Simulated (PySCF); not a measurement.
Carbonyl fluoride (`O=C(F)F`). The calculation used PBE0-D3(BJ)/def2-SVP geometry optimisation, gas phase (PySCF).

```
atom  x, y, z in Å
O1    -0.3891    1.0930    0.8262
C2    -0.0364    0.0814    0.3530
F3    -0.3498   -0.3609   -0.8360
F4     0.7399   -0.8028    0.9223
```

(1) Which two atoms are farthest apart?

(2) Work out the bond lengths O1=C2, C2–F3, C2–F4 in bohr.

(3) What are the angles O1–C2–F3, F3–C2–F4, O1–C2–F4?

(4) What is the repulsion energy of the bare nuclei, Σ ZA·ZB/RAB?

(5) How far apart are these pairs, which share no bond: F3···F4?

(6) How far are the heavy atoms from their best plane (unweighted least squares)?

(7) Where is the centre of mass (commonest isotopes), and what is the radius of gyration?

(8) Write the matrix of distances between heavy atoms (Å, lower triangle).

## Answers

(1) O1···F3 and O1···F4, 2.209 Å.

(2) For O1=C2 the difference vector is (0.3527, -1.0116, -0.4732) Å, of length 1.1712 Å. 1 bohr = 0.529177 Å. O1=C2 2.213; C2–F3 2.469; C2–F4 2.470 bohr.

(3) From the scalar product of the two bond vectors; for O1–C2–F3 it is -0.8995 Å² over 1.1712 × 1.3067 Å², cos θ = -0.5878. O1–C2–F3 126.0°; F3–C2–F4 108.0°; O1–C2–F4 126.0°.

(4) 120.18 Eh over 6 pairs, with full nuclear charges and distances in bohr; the largest single term is 21.87 Eh (C2 with F3, or a pair equal to it).

(5) F3···F4 2.115 Å (2 bonds apart).

(6) 0.000 Å rms; none is more than 0.001 Å off.

(7) Mass 65.992 u; centre at (0.011, -0.055, 0.289) Å; Rg = √(Σ m r²/M) = 1.136 Å. As Ia + Ib + Ic = 2 Σ m r², the three principal moments sum to 170.4 u·Å².

(8) 
```
O1    0.000
C2    1.171  0.000
F3    2.209  1.307  0.000
F4    2.209  1.307  2.115  0.000
```

Whether it is a minimum is left open (no frequencies).

Time: 7.5 s; peak memory 0.27 GiB. Hardware: one thread of an Arm Neoverse N1 (shared host). These figures are those of the optimisation.
